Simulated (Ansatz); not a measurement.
Basis-set extrapolation for C$_{3}$H$_{9}$NO (`CC(C)(N)O`) (PBE0-D4/def2-TZVP geometry, frozen core, the Gaussian-basis code of Ansatz). Multiplicity 1, RHF reference.

```csv
,def2-TZVPP,def2-QZVPP
HF,-248.256058,-248.268088
MP2 correlation,-0.986918,-1.055276
CCSD(T) correlation,-1.067256,not run
```

Energies in hartree. Use E(X) = E(∞) + A·exp(−7.88·√X) for Hartree–Fock and E(X) = E(∞) + B·X^(−2.97) for correlation, with X = 3 and 4, and add CCSD(T) minus MP2 of the smaller set to the MP2 limit.

Q: What is the CCSD(T) energy at the basis-set limit?

A: HF limit: -248.268088 + (-0.012030) × 0.13774 = -248.26975. MP2 limit: -1.055276 + (-0.068358) × 0.74074 = -1.10591. Higher-order term: -1.067256 − (-0.986918) = -0.08034. Total: -249.45600 hartree, 83.3 kcal/mol below CCSD(T)/def2-TZVPP.
